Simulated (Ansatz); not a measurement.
Process, species as SMILES: O=C (CH2-O) → [CH]=O (CH-O) + H atom
B3LYP-D3(BJ)/def2-TZVP geometries, fixed; electronic energies without zero-point terms.

Basis-set convergence of the bond dissociation energy at PBE with Ansatz (a program for electronic structure). Cartesian d functions, on some or all atoms, in 6-31G*; all else is spherical. The program fits the integrals of some runs and decomposes those of others, by size. Open shells are unrestricted. No added dispersion term, no relativity. Functions are those of the species that has most. Reference: the value in aug-pcseg-3, 90.74 kcal/mol, itself unsure by roughly 0.04 kcal/mol (its mean distance from aug-cc-pVQZ, cc-pV5Z, def2-QZVPPD).

```
basis            functions  bond dissociation energy (kcal/mol)
---------------  ---------  -----------------------------------
pcseg-0                 22                                90.58
6-31G*                  34                                    …
aug-cc-pVDZ             64                                    …
6-311++G(2d,2p)         74                                    …
def2-TZVP               74                                90.59
cc-pVTZ                 88                                90.83
def2-TZVPP              90                                90.79
def2-TZVPD              95                                    …
aug-cc-pVTZ            138                                90.78
aug-pcseg-2            138                                90.83
def2-QZVPP             174                                90.82
pcseg-3                186                                90.77
aug-cc-pVQZ            252                                90.76
```

### Question
Complete the blanks.

### Answer

- 6-31G*, bond dissociation energy (kcal/mol): 92.26
- aug-cc-pVDZ, bond dissociation energy (kcal/mol): 90.18
- 6-311++G(2d,2p), bond dissociation energy (kcal/mol): 90.86
- def2-TZVPD, bond dissociation energy (kcal/mol): 90.70
